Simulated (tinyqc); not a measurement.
Inside a calculation. Method: RKS/PBE in the sto-3g basis, for HF, spin multiplicity 1. One step of it, computed by the program tinyqc.

Question. Iteration 2: diagonalisation and new density. Diagonalise F' = X^T F X, C = X C', fill 5 alpha and 5 beta electrons from the bottom; D = 2 C_occ C_occ^T. Each column has its largest component positive (the first on a tie).

extrapolated F (hartree), order 1F 1s, 1F 2s, 1F 2px, 1F 2py, 1F 2pz, 2H 1s:
$$\begin{pmatrix}
-23.509487 & -6.074121 & -0.000113 & 0.000480 & -0.011826 & -0.484096 \\
-6.074121 & -2.191560 & -0.000441 & 0.001881 & -0.082207 & -0.373730 \\
-0.000113 & -0.000441 & 0.126599 & 0.000086 & -0.000376 & -0.000097 \\
0.000480 & 0.001881 & 0.000086 & 0.126251 & 0.001605 & 0.000415 \\
-0.011826 & -0.082207 & -0.000376 & 0.001605 & 0.073414 & -0.191048 \\
-0.484096 & -0.373730 & -0.000097 & 0.000415 & -0.191048 & -0.308455
\end{pmatrix}$$

X, order 1F 1s, 1F 2s, 1F 2px, 1F 2py, 1F 2pz, 2H 1s:
$$\begin{pmatrix}
-0.494648 & 0.642223 & 0.000000 & 0.000000 & -0.519342 & 0.367027 \\
0.789571 & -0.348666 & 0.000000 & 0.000000 & -0.302232 & 0.533135 \\
0.000000 & 0.000000 & 0.337466 & 0.941338 & 0.000000 & 0.000000 \\
0.000000 & 0.000000 & 0.941338 & -0.337466 & 0.000000 & 0.000000 \\
0.409819 & 0.650349 & 0.000000 & 0.000000 & 0.618784 & 0.267372 \\
-0.713602 & -0.457461 & 0.000000 & 0.000000 & 0.380952 & 0.489030
\end{pmatrix}$$

Give: F' = X^T F X; orbital energies; coefficients C; D after iteration 2.

Answer.

F' = X^T F X (hartree):
$$\begin{pmatrix}
-2.3759 & 4.1119 & 0.0014 & -0.0009 & -4.0818 & 3.5073 \\
4.1119 & -6.9699 & 0.0004 & -0.0003 & 7.5771 & -6.3337 \\
0.0014 & 0.0004 & 0.1263 & 0.0002 & 0.0003 & 0.0016 \\
-0.0009 & -0.0003 & 0.0002 & 0.1265 & -0.0002 & -0.0010 \\
-4.0818 & 7.5771 & 0.0003 & -0.0002 & -8.2386 & 7.0804 \\
3.5073 & -6.3337 & 0.0016 & -0.0010 & 7.0804 & -6.6798
\end{pmatrix}$$

orbital energies (hartree): MO1 -23.5204, MO2 -0.6950, MO3 -0.2354, MO4 0.1262, MO5 0.1266, MO6 0.1865

coefficients C, order 1F 1s, 1F 2s, 1F 2px, 1F 2py, 1F 2pz, 2H 1s:
$$\begin{pmatrix}
0.9944 & -0.2467 & 0.1086 & -0.0002 & 0.0000 & -0.0131 \\
0.0230 & 0.9333 & -0.4909 & 0.0000 & 0.0000 & 0.0898 \\
0.0000 & 0.0005 & 0.0000 & -0.2282 & 0.9736 & -0.0059 \\
0.0000 & -0.0023 & 0.0001 & 0.9733 & 0.2283 & 0.0251 \\
0.0012 & 0.1116 & 0.2840 & -0.0250 & 0.0000 & 0.9755 \\
-0.0032 & 0.2379 & 0.8845 & 0.0137 & 0.0000 & -0.5135
\end{pmatrix}$$

D after iteration 2, order 1F 1s, 1F 2s, 1F 2px, 1F 2py, 1F 2pz, 2H 1s:
$$\begin{pmatrix}
2.1228 & -0.5213 & -0.0002 & 0.0007 & 0.0090 & 0.0682 \\
-0.5213 & 2.2250 & 0.0011 & -0.0045 & -0.0705 & -0.4245 \\
-0.0002 & 0.0011 & 1.9999 & 0.0003 & 0.0115 & -0.0061 \\
0.0007 & -0.0045 & 0.0003 & 1.9987 & -0.0490 & 0.0258 \\
0.0090 & -0.0705 & 0.0115 & -0.0490 & 0.1875 & 0.5549 \\
0.0682 & -0.4245 & -0.0061 & 0.0258 & 0.5549 & 1.6782
\end{pmatrix}$$
